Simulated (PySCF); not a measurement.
## Adding and removing an electron: SiCl

UHF-SCS-MP2; Si def2-TZVPPD, Cl def2-TZVPPD; no relativity (PySCF 2.14). Neutral (UHF): doublet (π ↑), Re = 2.074 Å, ωe = 531 cm⁻¹, De = 4.26 eV.

SiCl⁺ (RHF): singlet (closed shell), Re = 1.955 Å, ωe = 683 cm⁻¹, De = 5.10 eV to Si⁺ + Cl. The energies at the minima are -748.70305 hartree for SiCl and -748.44155 for SiCl⁺.

Q: Work out the adiabatic ionisation energy, without and with harmonic zero-point energies (1 hartree = 27.2114 eV, 1 eV = 8065.5 cm⁻¹), and the change of the bond length.

A: At SCS-MP2: 0.26150 hartree = 7.116 eV between the minima; the zero-point term (683.0 − 531.0)/2 cm⁻¹ = +0.009 eV makes it 7.125 eV. Re changes by -11.9 pm against the neutral. The electron leaves a π orbital, and the shorter bond of the ion fits an antibonding orbital, or a change in how ionic the bond is.

SiCl⁻ (UHF): triplet (π ↑↑), Re = 2.267 Å, ωe = 349 cm⁻¹, De = 1.80 eV to Si + Cl⁻. The energies at the minima are -748.70305 hartree for SiCl and -748.74096 for SiCl⁻.

Q: Work out the adiabatic electron affinity, without and with harmonic zero-point energies (1 hartree = 27.2114 eV, 1 eV = 8065.5 cm⁻¹), and the change of the bond length.

A: At UHF-SCS-MP2: 0.03791 hartree = 1.032 eV between the minima; the zero-point term (531.0 − 349.0)/2 cm⁻¹ = +0.011 eV makes it 1.043 eV. Re changes by +19.3 pm against the neutral. The electron enters a π orbital, and the longer bond of the ion fits an antibonding orbital, or a change in how ionic the bond is.

Correlated steps freeze 10 core orbitals. For an ion De counts to the pair picked by the measured ionisation energies or electron affinities, which need not be the lowest pair at this level. Where the molecule has an RHF reference, its open-shell atoms are computed with UHF. States were picked by a PBE0 search and need not be the measured ground states.

Neutral and ion stand on different kinds of reference determinant, which adds to the error of the difference.
